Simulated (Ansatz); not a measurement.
How far each method lies from full CI for B–NH2⁺, doublet

Geometry: that of the B–NH2, singlet, kept fixed.

```yaml
atoms:
  - { symbol: B, position_ang: [0.0000, 0.0000, 0.8600] }
  - { symbol: N, position_ang: [0.0000, 0.0000, -0.5115] }
  - { symbol: H, position_ang: [0.0000, 0.8509, -1.0580] }
  - { symbol: H, position_ang: [0.0000, -0.8509, -1.0580] }
```

Basis 6-31G; Ansatz 0.2.0. Correlated methods freeze the noble-gas cores, which leaves 9 electrons in 20 orbitals. Prefix R: restricted or restricted open-shell reference; prefix U: unrestricted. Active spaces: valence = (9e, 10o) chosen from the atoms' valence shells.

Full CI is exact within this basis and frozen core; it isn't the basis-set limit. The frozen core follows each run's orbitals, which can shift R against U totals by a few meV.

For open shells CISD and CISDTQ are restricted-active-space CI with the open shells as a complete middle space.

* UHF ⟨S²⟩: 0.783
* T1 diagnostic (RCCSD): 0.0290
* largest doubles amplitude (RCCSD): 0.094
* T1 diagnostic (UCCSD): 0.0236

| level | E − E(full CI) (meV) | share of correlation (%) | wall time |
| --- | --- | --- | --- |
| RHF | 4286 | 0.00 | – |
| UHF | 4227 | 1.37 | – |
| RMP2 | 565 | 86.82 | – |
| UMP2 | 545 | 87.29 | – |
| CISD | 355 | 91.72 | 0.49 s |
| RCCSD | 142 | 96.68 | – |
| UCCSD | 141 | 96.72 | – |
| RCCSD(T) | 25 | 99.42 | 0.94 s |
| UCCSD(T) | 26 | 99.38 | 0.97 s |
| BCCD(T) | 28 | 99.35 | 1.2 s |
| RCCSDT | 9 | 99.79 | – |
| UCCSDT | 9 | 99.79 | – |
| CISDTQ | 14 | 99.67 | 7 s |
| RCCSDT(Q) | 0 | 100.00 | 3.1 s |
| UCCSDT(Q) | -2 | 100.05 | 3.3 s |
| RCCSDTQ | 0 | 100.00 | 28 s (H100) |
| UCCSDTQ | 0 | 100.00 | 22 s (H100) |
| CASSCF (valence space) | 871 | 79.68 | – |
| NEVPT2 (valence space) | 251 | 94.14 | 6 s |
| MRCISD (valence space) | 48 | 98.87 | – |
| MRCISD+Q (valence space) | 36 | 99.17 | 7 s |

The correlation energy at full CI, counted from RHF, is -4.286 eV. That run took 27 s on 2 threads of AMD EPYC 7R13 with a shared H100 80 GB, shared host over 18,781,592 determinants.

Times hold each run's SCF and search for its determinant on a shared host, so for small cases they say little of a method's own cost; rows without a card ran on 1 thread of AMD EPYC 7R13.

The full-CI state has the irrep A1 of C2v, in the program's axes.

Natural occupations of full CI about the gap: 1.982 1.967 1.964 1.930 0.996 0.063 0.021 0.021 0.021 0.014; effectively unpaired electrons, Σ n²(2−n)², 1.05.
